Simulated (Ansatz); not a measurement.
## How methods differ on [BPH5]− (SMILES [BH3-]P)

[BPH5]− has 7 atoms, charge -1, and is taken as a singlet. SMILES: `[BH3-]P`. Geometry: relaxed at GFN2-xTB.

Quantity: the vertical detachment energy (to the doublet neutral), in eV. The values are calculated.

| level | kind | program | value (eV) | less FCI/STO-3G |
| --- | --- | --- | --- | --- |
| HF/STO-3G | Hartree–Fock | Ansatz | -0.96 | 0.00 |
| SVWN5/STO-3G | LDA | Ansatz | -0.28 | +0.68 |
| PBE/STO-3G | GGA | Ansatz | -0.18 | +0.78 |
| r2SCAN/STO-3G | meta-GGA | Ansatz | -0.10 | +0.86 |
| r2SCAN0/STO-3G | hybrid meta-GGA | Ansatz | -0.03 | +0.93 |
| CCSD(T)/STO-3G | coupled cluster or CI | Ansatz | -0.96 | 0.00 |
| CCSDT(Q)/STO-3G | coupled cluster or CI | Ansatz | -0.96 | 0.00 |
| FCI/STO-3G | exact in the basis | Ansatz | -0.96 | 0.00 |

FCI/STO-3G is exact within its basis and frozen core, so for wave-function methods in that basis the difference is their error; functionals converge differently with the basis, so for them it is only a difference. Sets without diffuse functions describe the anion poorly. The values span -0.96 to -0.03 eV. All rows use very small basis sets, so none should be taken for the real molecule's value.
